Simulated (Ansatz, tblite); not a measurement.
Isomers of P3 (doublet), found by a short tight-binding search and relaxed with PBE0-D4/def2-TZVP in Ansatz.

The xTB rows come from tblite. Correlated methods freeze 15 core orbitals. In CCSD on the charge 0 doublet the largest single amplitude is 0.18, so its Hartree–Fock determinant may place the open shell otherwise than the density functionals do.

Run but left out: HF/def2-TZVPP, MP2/def2-TZVPP (A: ⟨S²⟩ 1.23, where a pure state has 0.75).

A: At B2PLYP/def2-TZVP, CCSD(T)/def2-TZVPP the charge 0 doublet is spin-contaminated (final ⟨S²⟩ up to 1.23, 0.75 for a pure state). At CCSD(T)/def2-TZVPP T1 of the charge 0 doublet is large (up to 0.059), so the single-reference result is doubtful. B: At B2PLYP/def2-TZVP, CCSD(T)/def2-TZVPP the charge 0 doublet is spin-contaminated (final ⟨S²⟩ up to 1.13, 0.75 for a pure state). At CCSD(T)/def2-TZVPP T1 of the charge 0 doublet is large (up to 0.049), so the single-reference result is doubtful.

Other spin states were run for one of them alone.

A:

```xyz
3

P    -0.4940   -1.8806   -0.0103
P    -0.0007    0.0002    0.0005
P     0.4947    1.8804    0.0098
```

B:

Cartesian coordinates in Å:
```
P 0.9755 0.6030 0.1843
P 0.0176 -1.2278 0.2682
P -0.9930 0.6248 -0.4525
```

Task: Estimate which lies lowest at each level, and how far above it the others are (eV).

Result: 
```csv
level,A,B
GFN1-xTB,0.66,0.00
GFN2-xTB,1.10,0.00
PBE-D4/def2-TZVP,1.24,0.00
r2SCAN-D4/def2-TZVP,1.21,0.00
PBE0-D4/def2-TZVP,1.40,0.00
ωB97M-V/def2-TZVP,1.48,0.00
B2PLYP/def2-TZVP,1.22,0.00
CCSD/def2-TZVPP,1.37,0.00
CCSD(T)/def2-TZVPP,1.30,0.00
```
Point groups (tolerance 0.1 Å): A D∞h, B C2v. Lower isomers may exist.
